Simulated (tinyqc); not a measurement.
Worked calculation (part 2 of 2): LCCD on RHF in the sto-3g basis, frozen core, for H2O, spin multiplicity 1. Computed by tinyqc, a small Python program that keeps every step (integrals from PySCF). Command: `OMP_NUM_THREADS=1 python tinyqc.py 21873 21874 out.jsonl` (the two numbers bound the seeds that draw the settings). One thread of a shared host (Intel(R) Xeon(R) Processor @ 2.60GHz), about 0.2 s of CPU time with the checks.

Geometry (angstrom):

| atom | x | y | z |
|---|---|---|---|
| O | 0.000000 | 0.000000 | 0.000000 |
| H | 0.000000 | 0.735000 | 0.682000 |
| H | 0.000000 | -0.785000 | 0.728000 |

## LCCD: convergence

E_corr = 1/4 sum <ij||ab> t_ij^ab; stop when the norm of the change is below 1e-8.

Course of the amplitude iterations:

| update | correlation energy (hartree) | norm of the change |
|---|---|---|
| 0 | -0.04446028 | - |
| 1 | -0.05668456 | 8.29e-02 |
| 2 | -0.06071608 | 3.27e-02 |
| 3 | -0.06223994 | 1.43e-02 |
| 4 | -0.06286609 | 6.47e-03 |
| 5 | -0.06313556 | 2.99e-03 |
| 6 | -0.06325458 | 1.41e-03 |
| 7 | -0.06330801 | 6.85e-04 |
| 8 | -0.06333229 | 3.40e-04 |
| 9 | -0.06334344 | 1.73e-04 |
| 10 | -0.06334861 | 8.96e-05 |
| 11 | -0.06335104 | 4.72e-05 |
| 12 | -0.06335220 | 2.52e-05 |
| 13 | -0.06335275 | 1.36e-05 |
| 14 | -0.06335302 | 7.36e-06 |
| 15 | -0.06335315 | 4.01e-06 |
| 16 | -0.06335322 | 2.19e-06 |
| 17 | -0.06335325 | 1.20e-06 |
| 18 | -0.06335327 | 6.56e-07 |
| 19 | -0.06335328 | 3.59e-07 |
| 20 | -0.06335328 | 1.97e-07 |
| 21 | -0.06335329 | 1.08e-07 |
| 22 | -0.06335329 | 5.94e-08 |
| 23 | -0.06335329 | 3.26e-08 |
| 24 | -0.06335329 | 1.79e-08 |
| 25 | -0.06335329 | 9.84e-09 |

Converged amplitudes (spin orbitals 1a, 1b, ...; amplitudes related by a flip of all spins are not repeated; the 24 largest):

| from | to | t |
|---|---|---|
| 3a 3b | 7a 7b | -0.092225 |
| 4a 4b | 6a 6b | -0.071088 |
| 3a 3b | 6a 6b | -0.052695 |
| 3a 4b | 6b 7a | 0.052543 |
| 4a 4b | 7a 7b | -0.045334 |
| 3a 4b | 6a 6b | 0.038219 |
| 3a 4b | 6a 7b | -0.034348 |
| 2a 4b | 6a 6b | -0.032130 |
| 2a 2b | 6a 6b | -0.030573 |
| 2a 3b | 6a 7b | -0.026167 |
| 5a 5b | 6a 6b | -0.025755 |
| 3a 4b | 7a 7b | -0.025439 |
| 2a 2b | 7a 7b | -0.019562 |
| 3a 4a | 6a 7a | 0.018194 |
| 2a 3b | 7a 7b | -0.018066 |
| 2a 3b | 6b 7a | 0.017121 |
| 2a 3b | 6a 6b | 0.015929 |
| 3a 3b | 6a 7b | 0.013567 |
| 5a 5b | 7a 7b | -0.012619 |
| 2a 4b | 6b 7a | 0.010646 |
| 2a 4b | 6a 7b | -0.009776 |
| 2a 3a | 6a 7a | -0.009046 |
| 4a 4b | 6a 7b | 0.006903 |
| 2a 2b | 6a 7b | -0.005437 |

LCCD total energy = -75.02164368 hartree

Converged in 25 updates.
